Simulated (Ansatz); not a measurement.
One element changed: atomization energies of H2B–F, H2B–Cl

Ansatz 0.2.0, functionals in def2-QZVPP, HF, MP2 and coupled cluster extrapolated from def2-TZVPP and def2-QZVPP (exp(−7.88 √X), X^−2.97); geometries are PBE0/def2-TZVP minima. Wave-function levels freeze the cores; HF, MP2 and coupled cluster are restricted for singlets and unrestricted otherwise, atoms included (their steps beyond CCSDT(Q) come from restricted open-shell runs), Kohn–Sham unrestricted where that lies lower. The best estimate adds to that CCSD(T) limit the step from CCSD(T) to the highest level run in a smaller set (CCSDT(Q)/cc-pVTZ). It lacks core correlation, which semilocal and hybrid functionals hold and which counts in their errors here, (a few kJ/mol in atomization energies of light atoms) is good to about 1 kcal/mol where the step is under 0.06 eV, as here, and is no measured value. An error is the level's value less this estimate. Energies are electronic, without zero-point terms. No spin–orbit coupling and no scalar relativity. B2PLYP's MP2 part freezes the cores and isn't at its limit in this set. CCSD(T)'s error is that step with its sign reversed, by construction, and steps from double-zeta sets run high. The species are chosen: bound, without strong static correlation by their natural occupations or amplitudes, in their lowest spin state as far as vertical gaps and like structures tell, and with a ladder that closes on the reference, so errors are smaller than for species at large; levels whose determinant breaks symmetry or spin markedly are left out.

```csv
species,bonds (Å),quantity,symmetry of the states,reference,value (kJ/mol),error CCSD,error CCSD(T),error PBE,error PBE0,error B2PLYP
"H2B–F, singlet","B–F 1.317, B–H 1.197, angles at B 118/124°",atomization,A1,limit + step to CCSDT(Q)/cc-pVTZ,1435.5,-15.6,0.1,16.4,-5.5,10.0
"H2B–Cl, singlet","B–Cl 1.733, B–H 1.190, angles at B 118/124°",atomization,A1,limit + step to CCSDT(Q)/cc-pVTZ,1246.5,-15.9,-0.3,14.0,6.7,4.7
```

The reference falls from F to Cl, by 189.0 kJ/mol in all.
